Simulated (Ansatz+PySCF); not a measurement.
A calculation with Ansatz (development build ahead of 0.2.0).

```yaml
crystal:
  periodic: [false, false, false]
  atoms:
    - { symbol: Li, position_ang: [0.0, 0.0, -2.92649] }
    - { symbol: Li, position_ang: [0.0, 0.0, 2.92649] }
basis:
  gaussian: { orbitals: "6-31G" }
magnetization:
  spin_polarized: true
hamiltonian:
  xc: hf
correlation:
  method: mp2
  frozen_orbitals: { Li: 0 }
scf:
  omitted_lower_state_checks: [atomic_configurations, cluster_reference, orbital_swaps, given_window_search, neighbouring_geometries, increment]
```

The input is written out in the form of the current development build from the run's settings.

Output:

```json
{
 "Converged": "yes",
 "Reference energy": "-14.86271 hartree",
 "Correlation energy": "-0.00086 hartree",
 "Total energy": "-14.86357 hartree",
 "Spin squared of the determinant": "0.989"
}
```

Caution: large amplitudes, a single reference is doubtful; the unrestricted determinant is a mixture of spin states; the determinant may break the point group.
